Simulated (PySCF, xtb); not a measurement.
**HN2Si+: which of two structures lies lower**

Structure a: a singlet given by its coordinates. Structure b: `N=[N+]=[Si]`, a singlet. Both are isolated ions in the gas phase, relaxed with B3LYP-D3(BJ)/6-311G**.

a (Å):

```json
{"atom": "N", "x (Å)": "-1.3125", "y (Å)": "-0.0942", "z (Å)": "0.8349"}
{"atom": "N", "x (Å)": "-0.0748", "y (Å)": "-0.1996", "z (Å)": "0.8535"}
{"atom": "Si", "x (Å)": "-0.7217", "y (Å)": "-1.5283", "z (Å)": "1.9212"}
{"atom": "H", "x (Å)": "0.5539", "y (Å)": "0.4343", "z (Å)": "0.3277"}
```

Close contacts (Å): N1–N2 1.24, N1–Si3 1.89, N2–Si3 1.82, N2–H4 1.04.

b (Å):

```xyz
4

N    -0.0567    0.0288   -0.2390
N     0.0815    0.2691    0.9369
Si    0.0358   -0.1419   -1.9154
H    -0.6951   -0.1277    1.5126
```

Task: Estimate which is lower in electronic energy at CCSD(T)/def2-TZVPP, and by roughly how much.

Result: The CCSD(T)/def2-TZVPP calculation puts structure a lower, by 0.452 eV.

Level by level:

```csv
level,geometry,E(b) − E(a) (eV),departure from the last row (eV),"job, with rough time for the two"
GFN2-xTB,GFN2-xTB,−0.572,−1.024,"optimisation, 0.11 s"
HF/STO-3G,GFN2-xTB,+0.926,+0.474,"single point, 1.2 s"
r2SCAN-D4/def2-SVP,GFN2-xTB,+0.276,−0.176,"single point, 4.4 s"
B3LYP-D3(BJ)/6-311G**,B3LYP-D3(BJ)/6-311G**,+0.275,−0.177,"optimisation, 21 s"
HF/def2-TZVPP,B3LYP-D3(BJ)/6-311G**,+0.555,+0.103,part of the CCSD(T) run
MP2/def2-TZVPP,B3LYP-D3(BJ)/6-311G**,+0.549,+0.097,part of the CCSD(T) run
CCSD(T)/def2-TZVPP,B3LYP-D3(BJ)/6-311G**,+0.452,,"single point, 53 s"
```

GFN2-xTB puts the two in the other order. The largest departure from CCSD(T)/def2-TZVPP is that of GFN2-xTB, 1.024 eV.

With thermal terms from frequencies at re-optimised GFN2-xTB minima (ideal gas, soft modes damped towards free rotors, one conformer each, 298.15 K, 1 atm): the zero-point term adds −0.048 eV; ΔH is +0.432 and ΔG +0.385 eV.

The T1 diagnostic of structures a and b is large, so the coupled-cluster value is less sure. The correlated steps freeze 7 core orbitals. Run with PySCF 2.14.0, xtb 6.7.1 (Pople sets with spherical d functions); the last row on 2 threads of Arm Neoverse V2 on a shared host.
